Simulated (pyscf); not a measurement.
A first-order saddle from PySCF, ωB97X-D3(BJ)/def2-SVP:

```xyz
10

Si    -1.3417    -1.0907    -0.0324
Ge    -0.3462     1.3747    -0.0038
H     -1.0585    -2.2671    -0.8947
H     -2.7419    -0.6221    -0.1871
H     -0.9892    -1.3520     1.3859
H     -1.4105     1.2899     1.1371
H      1.0035     1.5724     0.6663
H     -0.8848     2.3474    -1.0398
Cl     1.0739     0.3421    -2.0404
H     -0.1940    -0.1637    -0.8756
```

Surface: singlet, charge 0. Lowest wavenumbers (cm⁻¹): 950i, 131, 145, 156, 255.

Name the species on either side of this saddle.

H₃Si–GeH₃ + hydrogen chloride (HCl) ⇌ silane (SiH₄) + Cl–GeH₃, a four-centre exchange read from left to right: Ge–Si, Cl–H broken and H–Si, Cl–Ge formed. At CCSD(T)/def2-TZVPP + ΔMP2(QZVPP) it lies +1.94 eV from the left side and +2.48 eV from the right (each side as separated species at their lowest minima found). At the saddle there is also a short Ge–H contact that neither side keeps. The same reactants have a lower exit, to Cl–SiH₂–GeH₃ + H₂ (barrier +1.54 eV at ωB97M-D3(BJ)/def2-TZVP, against +1.88 eV here). This is the saddle that the search found; another between the same sides may lie lower. The CCSD(T) − MP2 part came from Ansatz, without density fitting, on the same reference. The frozen core leaves the outer d or s,p core shells of the metals and heavy elements correlated in the MP2 and CC values, and def2-TZVPP describes them poorly, which can shift differences by a few kcal/mol. Elements up to Kr have no core potential and no relativistic terms here.
